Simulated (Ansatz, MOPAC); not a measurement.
Molecule: C2H7O (charge +1, singlet). SMILES: [OH+](C)C

Atoms: C1, O2, C3, H4, H5, H6, H7, H8, H9, H10. Bonds: C1-O2, C1-H4, C1-H5, C1-H6, O2-C3, O2-H10, C3-H7, C3-H8, C3-H9.

Bond lengths (Å) and angles (degrees) optimised at AM1 with MOPAC; PM6 with MOPAC; MNDO with MOPAC; B3LYP/LANL2DZ with Ansatz (an electronic-structure program), each started from the B3LYP-D3(BJ)/def2-TZVP structure (Ansatz) of the last column. A row stands for all coordinates that are equal there; 7 of 12 kinds are shown. No wavenumbers were computed at MNDO, B3LYP/LANL2DZ, so these may be saddle points.

```tsv
coordinate	AM1	PM6	MNDO	B3LYP/LANL2DZ	B3LYP-D3(BJ)/def2-TZVP
C1-O2	1.488	1.511	1.465	1.519	1.492
C1-H4	1.119	1.103	1.113	1.090	1.085
C1-H6	1.116	1.096	1.113	1.092	1.087
O2-H10	0.997	1.057	0.964	0.980	0.973
C1-O2-C3	113.0	111.4	124.4	121.1	117.2
O2-C1-H4	104.2	103.4	107.1	106.0	105.7
O2-C1-H5	104.3	104.9	107.9	105.6	105.3
```

Mean signed difference of all 9 bond lengths from B3LYP-D3(BJ)/def2-TZVP: AM1 0.023 Å, PM6 0.024 Å, MNDO 0.011 Å, B3LYP/LANL2DZ 0.010 Å.
